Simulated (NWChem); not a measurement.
# C4H10S (diethyl sulfide) at 6 levels

Aim: a comparison of 6 runs (M06-2X/6-31G*, B3LYP/6-31G*, BHLYP/6-31G*, M06-L/6-31G*, PBE0/6-31G*, r2SCAN/6-31G*) of C4H10S (diethyl sulfide). 

Program for the calculation: NWChem 7.3.0.

## (1) Starting point

The species is C4H10S (15 atoms), meant as a singlet with charge 0. As SMILES, `CCSCC`. Geometry: relaxed at PBE0-D4/def2-TZVP. This is one conformer, not always the lowest.

Bond lengths: C1–C2 1.515 Å, C2–S3 1.806 Å, S3–C4 1.806 Å, C4–C5 1.515 Å, C1–H6 1.092 Å, C1–H7 1.094 Å, C1–H8 1.092 Å, C2–H9 1.093 Å, C2–H10 1.093 Å, C4–H11 1.093 Å, C4–H12 1.093 Å, C5–H13 1.092 Å, C5–H14 1.092 Å, C5–H15 1.094 Å. Some angles: C1–C2–S3 114.8°, C2–S3–C4 102.2°, S3–C4–C5 114.8°, C1–C2–H9 110.6°, C1–C2–H10 111.2°, S3–C2–H9 103.6°, S3–C2–H10 109.5°, C2–C1–H6 110.9°, C2–C1–H7 110.4°, C2–C1–H8 111.6°.

## (2) Energy and forces at M06-2X/6-31G(d) (spherical functions) (run 1)

File sp.nw:

```
start sp
title "C4H10S"
memory total 2200 mb
charge 0

geometry units angstrom noautosym nocenter noautoz
  C     -1.973500     0.077200    -0.225200
  C     -0.909300    -0.781100    -0.878900
  S      0.234800    -1.576900     0.269900
  C      1.046600    -0.160100     1.041900
  C      1.852100     0.706000     0.094600
  H     -2.543000    -0.499300     0.506200
  H     -2.666800     0.464900    -0.977100
  H     -1.537200     0.936200     0.289400
  H     -1.365700    -1.620400    -1.409900
  H     -0.344200    -0.212900    -1.622000
  H      0.307100     0.431800     1.587200
  H      1.697200    -0.614700     1.793500
  H      2.597900     0.111800    -0.436800
  H      1.214400     1.189000    -0.649100
  H      2.367900     1.497700     0.645600
end

basis spherical bse
  * library 6-31G*
end

dft
  xc m06-2x
  grid fine
  convergence energy 1e-08
  maxiter 100
  mulliken
  print low
end

task dft gradient
```

Started as:

```sh
nwchem sp.nw > sp.out
```

Log:

```text
[...]
 d= 0,ls=0.0,diis     1   -556.4638299353 -7.97D+02  5.73D-03  2.78D-01     7.6
[...]
 d= 0,ls=0.0,diis     8   -556.5047276332 -2.65D-09  7.85D-07  3.47D-09    48.6
         Total DFT energy =     -556.504727633196
      One electron energy =    -1238.858742052570
           Coulomb energy =      493.078230125583
    Exchange-Corr. energy =      -51.087438742955
 Nuclear repulsion energy =      240.363223036747
[...]
      Total Density - Mulliken Population Analysis
     ---------------------------------------------
    Atom       Charge   Shell Charges
 -----------   ------   -------------------------------------------------------
    1 C    6     6.48   2.00  0.66  2.11  0.64  1.04  0.03
    2 C    6     6.46   2.00  0.66  2.06  0.67  1.05  0.04
    3 S   16    15.90   2.00  2.00  5.97  1.33  2.99  0.50  1.04  0.07
    4 C    6     6.46   2.00  0.66  2.06  0.67  1.05  0.04
    5 C    6     6.48   2.00  0.66  2.11  0.64  1.04  0.03
    6 H    1     0.82   0.52  0.30
    7 H    1     0.83   0.52  0.31
    8 H    1     0.84   0.52  0.32
    9 H    1     0.80   0.52  0.28
   10 H    1     0.81   0.52  0.29
[...]
                         DFT ENERGY GRADIENTS
    atom               coordinates                        gradient
                 x          y          z           x          y          z
   1 C      -3.729374   0.145887  -0.425566    0.002703  -0.002115  -0.001157
   2 C      -1.718328  -1.476065  -1.660880   -0.000290   0.000350   0.004735
   3 S       0.443708  -2.979909   0.510037   -0.001275   0.008329  -0.001438
   4 C       1.977787  -0.302545   1.968906    0.000423  -0.001094  -0.004668
   5 C       3.499962   1.334147   0.178768   -0.002065  -0.002348   0.001926
   6 H      -4.805573  -0.943540   0.956579    0.000446   0.000703  -0.000731
   7 H      -5.039521   0.878534  -1.846451    0.000491  -0.000224   0.000539
   8 H      -2.904887   1.769161   0.546887   -0.000912  -0.001150  -0.000645
   9 H      -2.580799  -3.062112  -2.664325    0.000879   0.000154   0.000663
  10 H      -0.650444  -0.402323  -3.065136   -0.000208  -0.000908   0.000933
  11 H       0.580335   0.815984   2.999373    0.000462  -0.001034  -0.000573
[...]
```

Wall time 64 s (1 thread of Intel Xeon Platinum 8259CL at 2.50GHz (Skylake/Cascade Lake), shared host); peak memory 0.13 GiB.

## (3) Energy and forces at B3LYP/6-31G(d) (spherical functions) (run 2)

File run.py:

```python
from ase import Atoms
from ase.calculators.nwchem import NWChem

system = Atoms(['C', 'C', 'S', 'C', 'C', 'H', 'H', 'H', 'H', 'H', 'H', 'H', 'H', 'H', 'H'], positions=[
    [-1.973500, 0.077200, -0.225200],
    [-0.909300, -0.781100, -0.878900],
    [0.234800, -1.576900, 0.269900],
    [1.046600, -0.160100, 1.041900],
    [1.852100, 0.706000, 0.094600],
    [-2.543000, -0.499300, 0.506200],
    [-2.666800, 0.464900, -0.977100],
    [-1.537200, 0.936200, 0.289400],
    [-1.365700, -1.620400, -1.409900],
    [-0.344200, -0.212900, -1.622000],
    [0.307100, 0.431800, 1.587200],
    [1.697200, -0.614700, 1.793500],
    [2.597900, 0.111800, -0.436800],
    [1.214400, 1.189000, -0.649100],
    [2.367900, 1.497700, 0.645600],
])

calc = NWChem(
    label='c4h10s',
    theory='dft',
    memory='2200 mb',
    basis='6-31G*',
    basispar='spherical bse',
    dft={'xc': 'b3lyp', 'mult': '1', 'grid': 'fine', 'convergence': 'energy 1e-08', 'iterations': '100', 'mulliken': None},
)
system.calc = calc

forces = system.get_forces()
print("Total energy (eV):", round(system.get_potential_energy(), 6))
print("forces (eV/A):")
for s, f in zip(system.symbols, forces):
    print(f"{s:2s} {f[0]:10.5f} {f[1]:10.5f} {f[2]:10.5f}")
print("dipole (e A):", system.get_dipole_moment().round(4))
```

Started as:

```sh
export ASE_NWCHEM_COMMAND="nwchem PREFIX.nwi > PREFIX.nwo"
python run.py
```

Log:

```text
Total energy (eV): -15146.819081
forces (eV/A):
C    -0.19551    0.14049    0.06304
C    -0.10259   -0.01100   -0.38376
S     0.11570   -0.76238    0.13082
C     0.08197    0.14167    0.36448
C     0.15128    0.16424   -0.11534
H    -0.07790   -0.04325    0.07281
H    -0.08814    0.04890   -0.07312
H     0.02052    0.09688    0.05744
H    -0.06937   -0.04654   -0.07718
H     0.01286    0.06690   -0.09446
H    -0.03384    0.08587    0.06695
H     0.07384    0.00375    0.08346
H     0.08947   -0.04021   -0.05831
H    -0.04417    0.06304   -0.08541
H     0.06587    0.09163    0.04870
dipole (e A): [-0.0535  0.3559 -0.0606]
```

The calculator wrote c4h10s.nwi:

```
title "c4h10s"

permanent_dir c4h10s

scratch_dir c4h10s

start c4h10s

geometry units angstrom nocenter noautosym noautoz
  C  -1.9735000000000000e+00 7.7200000000000005e-02 -2.2520000000000001e-01
  C  -9.0930000000000000e-01 -7.8110000000000002e-01 -8.7890000000000001e-01
  S  2.3480000000000001e-01 -1.5769000000000000e+00 2.6989999999999997e-01
  C  1.0466000000000000e+00 -1.6009999999999999e-01 1.0419000000000000e+00
  C  1.8521000000000001e+00 7.0599999999999996e-01 9.4600000000000004e-02
  H  -2.5430000000000001e+00 -4.9930000000000002e-01 5.0619999999999998e-01
  H  -2.6667999999999998e+00 4.6489999999999998e-01 -9.7709999999999997e-01
  H  -1.5371999999999999e+00 9.3620000000000003e-01 2.8939999999999999e-01
  H  -1.3656999999999999e+00 -1.6204000000000001e+00 -1.4098999999999999e+00
  H  -3.4420000000000001e-01 -2.1290000000000001e-01 -1.6220000000000001e+00
  H  3.0709999999999998e-01 4.3180000000000002e-01 1.5871999999999999e+00
  H  1.6972000000000000e+00 -6.1470000000000002e-01 1.7935000000000001e+00
  H  2.5979000000000001e+00 1.1180000000000000e-01 -4.3680000000000002e-01
  H  1.2143999999999999e+00 1.1890000000000001e+00 -6.4910000000000001e-01
  H  2.3679000000000001e+00 1.4977000000000000e+00 6.4559999999999995e-01
end

memory 2200 mb

basis spherical bse noprint
   * library 6-31G*
end

dft
  xc b3lyp
  mult 1
  grid fine
  convergence energy 1e-08
  iterations 100
  mulliken
end

task dft gradient
```

c4h10s.nwo (excerpt; [...] marks lines left out):

```text
[...]
         Total DFT energy =     -556.635338877706
[...]
  wavefunction    = closed shell
                         DFT ENERGY GRADIENTS
    atom               coordinates                        gradient
                 x          y          z           x          y          z
   1 C      -3.729374   0.145887  -0.425566    0.003802  -0.002732  -0.001226
   2 C      -1.718328  -1.476065  -1.660880    0.001995   0.000214   0.007463
   3 S       0.443708  -2.979909   0.510037   -0.002250   0.014826  -0.002544
[... 11 lines of this table left out ...]
  15 H       4.474682   2.830243   1.220007   -0.001281  -0.001782  -0.000947
[...]
```

Wall time 50 s (1 thread of Intel Xeon Platinum 8259CL at 2.50GHz (Skylake/Cascade Lake), shared host); peak memory 0.13 GiB.

Run 3 isn't shown in full; the table further down has it.

## (4) Energy and gradient at M06-L/6-31G(d) (spherical functions) (run 4)

File run.nw:

```
start run
memory total 2200 mb
charge 0
geometry noautosym nocenter noautoz
   C     -1.973500     0.077200    -0.225200
   C     -0.909300    -0.781100    -0.878900
   S      0.234800    -1.576900     0.269900
   C      1.046600    -0.160100     1.041900
   C      1.852100     0.706000     0.094600
   H     -2.543000    -0.499300     0.506200
   H     -2.666800     0.464900    -0.977100
   H     -1.537200     0.936200     0.289400
   H     -1.365700    -1.620400    -1.409900
   H     -0.344200    -0.212900    -1.622000
   H      0.307100     0.431800     1.587200
   H      1.697200    -0.614700     1.793500
   H      2.597900     0.111800    -0.436800
   H      1.214400     1.189000    -0.649100
   H      2.367900     1.497700     0.645600
end
basis spherical bse
   * library 6-31G*
end
dft
   xc m06-l
   mult 1
   grid fine
   convergence energy 1e-08
   maxiter 100
   mulliken
   noprint "final vectors analysis"
end
task dft gradient
```

Started as:

```sh
nwchem run.nw > run.out
```

Log:

```text
[...]
          Wavefunction type:  closed shell.
          No. of atoms     :    15
          No. of electrons :    50
[...]
          Charge           :     0
          Spin multiplicity:     1
[...]
          AO basis - number of functions:    94
[...]
              XC Information
              --------------
                        M06-L Method XC Functional
                         M06-L Exchange Functional  1.000
                       M06-L Correlation Potential  1.000
[...]
 d= 0,ls=0.0,diis     1   -556.5419592544 -7.97D+02  7.76D-03  3.26D-01     7.3
[...]
 d= 0,ls=0.0,diis    10   -556.5817733305  1.72D-10  3.41D-07  9.61D-10    60.7
         Total DFT energy =     -556.581773330481
      One electron energy =    -1238.988711221137
           Coulomb energy =      493.235183325592
    Exchange-Corr. energy =      -51.191468471683
 Nuclear repulsion energy =      240.363223036747
[...]
      Total Density - Mulliken Population Analysis
     ---------------------------------------------
    Atom       Charge   Shell Charges
 -----------   ------   -------------------------------------------------------
    1 C    6     6.52   2.00  0.68  2.09  0.67  1.05  0.03
    2 C    6     6.47   2.00  0.68  2.04  0.69  1.03  0.04
    3 S   16    15.90   2.00  2.00  5.97  1.33  3.01  0.53  1.00  0.07
    4 C    6     6.47   2.00  0.68  2.04  0.69  1.03  0.04
    5 C    6     6.52   2.00  0.68  2.09  0.67  1.05  0.03
    6 H    1     0.81   0.53  0.28
    7 H    1     0.82   0.53  0.29
    8 H    1     0.83   0.53  0.30
    9 H    1     0.79   0.53  0.26
   10 H    1     0.81   0.53  0.28
[...]
  wavefunction    = closed shell
                         DFT ENERGY GRADIENTS
    atom               coordinates                        gradient
                 x          y          z           x          y          z
   1 C      -3.729374   0.145887  -0.425566   -0.001759   0.001736   0.001938
   2 C      -1.718328  -1.476065  -1.660880    0.002732  -0.001824  -0.000623
   3 S       0.443708  -2.979909   0.510037   -0.001259   0.008232  -0.001420
   4 C       1.977787  -0.302545   1.968906   -0.002114  -0.002184   0.001246
   5 C       3.499962   1.334147   0.178768    0.001259   0.001398  -0.002464
   6 H      -4.805573  -0.943540   0.956579    0.001496   0.000774  -0.001724
   7 H      -5.039521   0.878534  -1.846451    0.001603  -0.001015   0.001057
   8 H      -2.904887   1.769161   0.546887   -0.000940  -0.002295  -0.001481
   9 H      -2.580799  -3.062112  -2.664325    0.001042   0.001095   0.001682
  10 H      -0.650444  -0.402323  -3.065136   -0.001244  -0.001753   0.002806
  11 H       0.580335   0.815984   2.999373    0.001788  -0.002107  -0.002118
[...]
```

Run time: 76 s. Hardware: 1 thread of Intel Xeon Platinum 8259CL at 2.50GHz (Skylake/Cascade Lake), shared host; peak memory 0.13 GiB.

Run 5 isn't shown in full; the table further down has it.

## (5) Energy and gradient at r2SCAN/6-31G(d) (spherical functions) (run 6)

File m1.nw:

```
start m1
title "C4H10S"
memory stack 880 mb heap 220 mb global 1100 mb

geometry units angstrom noautosym nocenter noautoz
  C       -1.973500       0.077200      -0.225200
  C       -0.909300      -0.781100      -0.878900
  S        0.234800      -1.576900       0.269900
  C        1.046600      -0.160100       1.041900
  C        1.852100       0.706000       0.094600
  H       -2.543000      -0.499300       0.506200
  H       -2.666800       0.464900      -0.977100
  H       -1.537200       0.936200       0.289400
  H       -1.365700      -1.620400      -1.409900
  H       -0.344200      -0.212900      -1.622000
  H        0.307100       0.431800       1.587200
  H        1.697200      -0.614700       1.793500
  H        2.597900       0.111800      -0.436800
  H        1.214400       1.189000      -0.649100
  H        2.367900       1.497700       0.645600
end

basis spherical bse
  * library 6-31G*
end

dft
  xc r2scan
  grid fine
  convergence energy 1e-08
  iterations 100
  mulliken
  print medium
end

task dft gradient
```

Started as:

```sh
nwchem m1.nw > m1.out
```

Log:

```text
[...]
          Wavefunction type:  closed shell.
          No. of atoms     :    15
          No. of electrons :    50
[...]
          Charge           :     0
          Spin multiplicity:     1
[...]
          AO basis - number of functions:    94
[...]
              XC Information
              --------------
                      r^2SCAN Method XC Functional
               r^2SCAN metaGGA Exchange Functional  1.000
                     r^2SCAN Correlation Potential  1.000
[...]
 d= 0,ls=0.0,diis     1   -556.4391579279 -7.97D+02  7.69D-03  3.47D-01     7.2
[...]
 d= 0,ls=0.0,diis     8   -556.4785612966 -7.68D-10  2.72D-06  3.93D-08    47.5
         Total DFT energy =     -556.478561296630
      One electron energy =    -1238.927176763661
           Coulomb energy =      493.139528007478
    Exchange-Corr. energy =      -51.054135577194
 Nuclear repulsion energy =      240.363223036747
[...]
      Total Density - Mulliken Population Analysis
     ---------------------------------------------
    Atom       Charge   Shell Charges
 -----------   ------   -------------------------------------------------------
    1 C    6     6.52   2.00  0.67  2.10  0.66  1.06  0.03
    2 C    6     6.48   2.00  0.67  2.05  0.68  1.04  0.04
    3 S   16    15.90   2.00  2.00  5.97  1.32  3.01  0.52  1.02  0.07
    4 C    6     6.48   2.00  0.67  2.05  0.68  1.04  0.04
    5 C    6     6.52   2.00  0.67  2.10  0.66  1.06  0.03
    6 H    1     0.81   0.52  0.29
    7 H    1     0.82   0.52  0.30
    8 H    1     0.82   0.52  0.30
    9 H    1     0.79   0.52  0.27
   10 H    1     0.80   0.52  0.28
[...]
  wavefunction    = closed shell
                         DFT ENERGY GRADIENTS
    atom               coordinates                        gradient
                 x          y          z           x          y          z
   1 C      -3.729374   0.145887  -0.425566    0.001727  -0.001313  -0.000916
   2 C      -1.718328  -1.476065  -1.660880    0.001276  -0.000505   0.003673
   3 S       0.443708  -2.979909   0.510037   -0.001680   0.011031  -0.001897
   4 C       1.977787  -0.302545   1.968906   -0.000886  -0.001971  -0.003310
   5 C       3.499962   1.334147   0.178768   -0.001346  -0.001422   0.001390
   6 H      -4.805573  -0.943540   0.956579    0.001557   0.001481  -0.001919
   7 H      -5.039521   0.878534  -1.846451    0.001838  -0.001030   0.002105
   8 H      -2.904887   1.769161   0.546887   -0.001212  -0.002408  -0.001388
   9 H      -2.580799  -3.062112  -2.664325    0.001631   0.001812   0.001699
  10 H      -0.650444  -0.402323  -3.065136   -0.001235  -0.002011   0.002636
  11 H       0.580335   0.815984   2.999373    0.001844  -0.002287  -0.001874
[...]
```

Run time: 62 s. Hardware: 1 thread of Intel Xeon Platinum 8259CL at 2.50GHz (Skylake/Cascade Lake), shared host; peak memory 0.13 GiB.

## (6) The series

```csv
run,level,energy (Eh),largest force (eV/Å),wall time
1,M06-2X/6-31G* (spherical functions),-556.504728,0.440,64 s
2,B3LYP/6-31G* (spherical functions),-556.635339,0.782,50 s
3,BHLYP/6-31G* (spherical functions),-556.506633,0.434,50 s
4,M06-L/6-31G* (spherical functions),-556.581773,0.434,76 s
5,PBE0/6-31G* (spherical functions),-556.279166,0.348,50 s
6,r2SCAN/6-31G* (spherical functions),-556.478561,0.582,62 s
```

## (7) What came out

```
                       quantity          value
            run 6: total energy  -556.47856 Eh
           run 6: dipole moment         1.85 D
             run 6: HOMO energy       -5.10 eV
             run 6: LUMO energy        0.97 eV
           run 6: HOMO–LUMO gap        6.08 eV
run 6: largest force on an atom     0.582 eV/Å
```

What this shows: Over runs 2, 3, 4, 5, 6 the dipole moment (its size) runs from 1.72 D (M06-L/6-31G*) to 1.85 D (r2SCAN/6-31G*). Over runs 2, 3, 5, 6 the HOMO–LUMO gap runs from 6.08 eV (r2SCAN/6-31G*) to 10.05 eV (BHLYP/6-31G*). Totals of different functionals can't be ranked against each other. All runs together took 5.9 min, the longest 76 s.
